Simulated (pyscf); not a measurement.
Structures and frequencies: ωB97X-D3(BJ)/def2-SVP in PySCF. MP2 and CC: frozen core, UHF for open shells. ΔMP2 is the change of the MP2 total energy from the triple- to the quadruple-zeta basis.

Question: Cl–GeH: [singlet] + ammonia (NH₃) → H₂N–GeH₂–Cl
Surface: singlet. Broken: H–N. Formed: Ge–N, Ge–H. Give ΔE‡ and ΔE from CCSD(T)/def2-TZVPP + ΔMP2(QZVPP), relative to the separated reactants.

Answer: ΔE‡ = 1.27 eV, ΔE = -1.37 eV. Zero-point energy shifts the barrier by -0.02 eV. It is an insertion, with an imaginary mode of 1585i cm⁻¹. On the reactant side the descent ends in an adduct with a Ge–N contact, 1.14 eV under the separated species and 2.42 eV under the saddle at ωB97X-D3(BJ)/def2-TZVP. What is counted as formed (Ge–N) is already present as a longer contact in the reactant adduct; forming that adduct is a step of its own. One saddle was located; it need not be the lowest between these sides. The CCSD(T) − MP2 part came from Ansatz, without density fitting, on the same reference. The frozen core leaves the outer d or s,p core shells of the metals and heavy elements correlated in the MP2 and CC values, and def2-TZVPP describes them poorly, which can shift differences by a few kcal/mol. Elements up to Kr have no core potential and no relativistic terms here.
